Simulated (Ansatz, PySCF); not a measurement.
Gas-phase enthalpy of formation at 298 K, by the atomisation route, of F (HF) (SMILES; HF, fluorane). Geometries: B3LYP-D3(BJ)/def2-TZVP minima from Ansatz (an electronic-structure program). Correlated levels leave the core frozen unless marked. UHF or UKS for open shells. No spin-orbit coupling. Non-relativistic. CBS marks a two-point X^-3 extrapolation of the correlation energy; Hartree-Fock from the larger set (for Q and 5 zeta extrapolated as (X+1)exp(-9√X)). Thermal terms are rigid-rotor harmonic-oscillator values from B3LYP-D3(BJ) frequencies (PySCF) at 298.15 K and 1 atm. 1 Eh = 627.5095 kcal/mol.

```csv
species,count,"E, CCSD(T)/CBS(cc-pVQZ,cc-pV5Z) (Ansatz) (Eh)","E, PBE/def2-TZVPD (Ansatz) (Eh)",measured ΔHf at 0 K (kcal/mol),H(298) - H(0) of the element (kcal/mol)
F (HF),1,-100.39528,-100.39521,-,-
F atom,1,-99.66950,-99.67049,18.47,1.05
H atom,1,-0.50000,-0.49962,51.63,1.01
```

Molecule: zero-point energy 5.83, H(298) - H(0) 2.07 kcal/mol. The route leaves out scalar relativity and anharmonic zero-point terms, the atoms' spin-orbit terms, and in the frozen-core level the core correlation. Atomic data: G2/97 table in ASE.

Problem. Work out De, D0 and ΔHf at 0 and 298 K at both levels, and their errors against the measured value.

Solution. 
The atoms' values sum to 70.10 (0 K) and 2.06 (thermal), in kcal/mol.
- CCSD(T)/CBS(cc-pVQZ,cc-pV5Z): De = 141.68; D0 = 141.68 - 5.83 = 135.85; ΔHf(0 K) = 70.10 - 135.85 = -65.75; ΔHf(298 K) = -65.75 + 2.07 - 2.06 = -65.74; error -0.5.
- PBE/def2-TZVPD: De = 141.25; D0 = 141.25 - 5.83 = 135.42; ΔHf(0 K) = 70.10 - 135.42 = -65.32; ΔHf(298 K) = -65.32 + 2.07 - 2.06 = -65.31; error -0.1.
Measured: -65.2 kcal/mol (Active Thermochemical Tables 1.112 (ions: stationary electron), as tabulated in the package chemicals).
